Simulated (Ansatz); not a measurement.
**S2: composite energy at a relaxed geometry from a Python script**

A script is to give a composite energy at a relaxed geometry; the system is S2.

Program: Ansatz 0.2.0, driven from Python. The levels of theory stand in the script. These are calculated values, not measurements.

## (1) The structure

Bond lengths: S1–S2 1.970 Å.

The script holds or builds the structure itself.

## (2) The script

Input file s2_composite.py:

```python
'''Relax S2 cheaply, then refine its energy.'''

import ansatz as az
import numpy as np


def main() -> None:
    s2 = (
        az.Crystal.molecule()
        .atom('S', [0.0, 0.0, 0.0])
        .atom('S', [0.0, 0.0, 1.97])
    )

    base = (
        s2.calculation()
        .basis(gaussian='def2-SVP')
        .functional('b3lyp')
        .spin('collinear', total=2)
    )
    symbols = [site.symbol for site in s2.cartesian_sites]
    start = np.array([site.position_ang for site in s2.cartesian_sites], dtype=float)
    report = base.relax(force_tolerance=0.01).run(threads=1).report
    end = np.array(report['positions_ang'])
    print('final positions (A) and the move of each atom')
    for symbol, xyz, old in zip(symbols, end, start):
        print(f'{symbol:2s} {xyz[0]:10.5f} {xyz[1]:10.5f} {xyz[2]:10.5f}   {np.linalg.norm(xyz - old):7.4f}')

    minimum = az.Crystal.molecule()
    for symbol, place in zip(symbols, end):
        minimum = minimum.atom(symbol, place.tolist())
    at_minimum = minimum.calculation().spin('collinear', total=2)
    # MP2 extrapolated to the basis limit, plus the small-basis difference CCSD(T) - MP2
    level = lambda method, basis: at_minimum.basis(gaussian=basis).correlation(method).run(threads=1).report
    small, large, cluster = level('mp2', 'cc-pVDZ'), level('mp2', 'cc-pVTZ'), level('ccsd_t', 'cc-pVDZ')
    corr = lambda each: (each['free_energy_ev'] - each['reference_energy_ev']) / 27.211386246
    mp2_limit = (27 * corr(large) - 8 * corr(small)) / 19
    pieces = {'HF / cc-pVTZ': large['reference_energy_ev'] / 27.211386246, 'MP2 correlation, DZ-TZ limit': mp2_limit, 'CCSD(T) - MP2 / cc-pVDZ': corr(cluster) - corr(small)}
    for name, value in pieces.items():
        print(f'{name:32s} {value:14.6f} Ha')
    print(f'{"sum":32s} {sum(pieces.values()):14.6f} Ha')
    print('T1 diagnostic', round(cluster['correlation']['coupled_cluster']['t1_diagnostic'], 4))


if __name__ == '__main__':
    main()
```

## (3) The input behind the calls

The package turns the script's settings into the engine's input (first run):

```yaml
crystal:
  periodic: [false, false, false]
  atoms:
    - { symbol: S, position_ang: [0.0, 0.0, 0.0] }
    - { symbol: S, position_ang: [0.0, 0.0, 1.97] }
basis:
  gaussian:
    orbitals: def2-SVP
hamiltonian:
  xc: b3lyp
magnetization:
  spin_polarized: true
  initial_magnetization: 2.0
relax:
  f_tol: 0.01
```

## (4) Running it

The run is started by

```sh
$ python s2_composite.py
```

Q: Predict the main results. Wanted: T1 diagnostic; composite energy.

The runs gave:

| quantity | value |
| --- | --- |
| T1 diagnostic | 0.014 |
| composite energy | -795.472031 Ha |
| runs compared | 3 |

All 3 runs converged (45 to 90 cycles). A T1 diagnostic under about 0.02 supports a single-reference treatment, as here. Run 0: After 2 moves the largest shift is 0.024 Å. What to keep in mind:
- The sum leaves out core correlation, relativity, the Hartree-Fock basis error and zero-point energy; a DZ-TZ extrapolation is rough.
- The species is open-shell (spin multiplicity 3).
- b3lyp holds the VWN-RPA fit, as in Gaussian; the form of ORCA and Turbomole is b3lyp5.
- Inner cores stay frozen, so this is valence correlation.
- For Al to Cl the sets with a tight d function, cc-pV(X+d)Z, are usual.
- An extrapolation from small basis sets is rough.
